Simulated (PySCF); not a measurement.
Bonds broken one at a time in the series C Cl-H. Isolated molecules, 0 K electronic values unless said otherwise. Strings in code marks are SMILES.

Calculation: TPSSh-D3(BJ)/def2-TZVP // PBE0-D3(BJ)/def2-TZVP (PySCF). 

```tsv
species	dipole moment (D)
whole molecule (`ClC(Cl)(Cl)Cl`)	0.00
radical fragment (`Cl[C](Cl)Cl`)	0.15
whole molecule (`ClC(Cl)Cl`)	…
radical fragment (`Cl[CH]Cl`)	…
whole molecule (`C(Cl)Cl`)	1.66
radical fragment (`Cl[CH2]`)	1.05
whole molecule (`CCl`)	1.92
radical fragment (`[CH3]`)	0.00
whole molecule (`C`)	0.00
```

Task: What belongs in the gaps?

Result: 
- whole molecule (`ClC(Cl)Cl`), dipole moment (D): 1.09
- radical fragment (`Cl[CH]Cl`), dipole moment (D): 0.90
